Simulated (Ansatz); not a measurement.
**HBSi, triplet: reading a ladder of total energies**

Geometry: that of the HBSi, singlet, kept fixed.

```xyz
3

Si    0.0000    0.0000    1.6588
B     0.0000    0.0000   -0.2364
H     0.0000    0.0000   -1.4224
```

Basis 6-31G; Ansatz 0.2.0. Only valence electrons are correlated (noble-gas cores frozen), which leaves 8 electrons in 18 orbitals. Prefix R: restricted or restricted open-shell reference; prefix U: unrestricted.

Full CI is exact within this basis and frozen core; it isn't the basis-set limit. The frozen core follows each run's orbitals, which can shift R against U totals by a few meV.

Runs differ by some tens of microhartree through their thresholds and, for an open shell, their frozen cores, so steps under 0.1 kcal/mol mean nothing.

| level | total energy (hartree) |
| --- | --- |
| UHF | -314.039685 |
| UMP2 | -314.114666 |
| UCCSD | -314.136737 |
| UCCSD(T) | -314.139608 |
| UCCSDT | -314.140531 |
| UCCSDT(Q) | -314.140757 |
| UCCSDTQ | -314.140804 |
| full CI | -314.140816 |

Problem. What is the correlation energy at full CI, and what share of it do UMP2 and UCCSD recover?

Solution. E(corr) = -314.140816 − (-314.039685) = -0.101131 hartree = -2.752 eV. UMP2: -0.074981 / -0.101131 = 74.14 %. UCCSD: -0.097052 / -0.101131 = 95.97 %.

Problem. By how many kcal/mol does UCCSD(T) miss full CI (1 hartree = 627.509 kcal/mol), and which steps make up the rest?

Solution. -314.139608 − (-314.140816) = 0.001208 hartree = 0.76 kcal/mol. Steps: UCCSDT − UCCSD(T) = -0.58, UCCSDT(Q) − UCCSDT = -0.14, UCCSDTQ − UCCSDT(Q) = -0.03, full CI − UCCSDTQ = -0.01 kcal/mol. That is within 1 kcal/mol of the reference in this basis, which itself misses far more of the correlation at the basis-set limit.
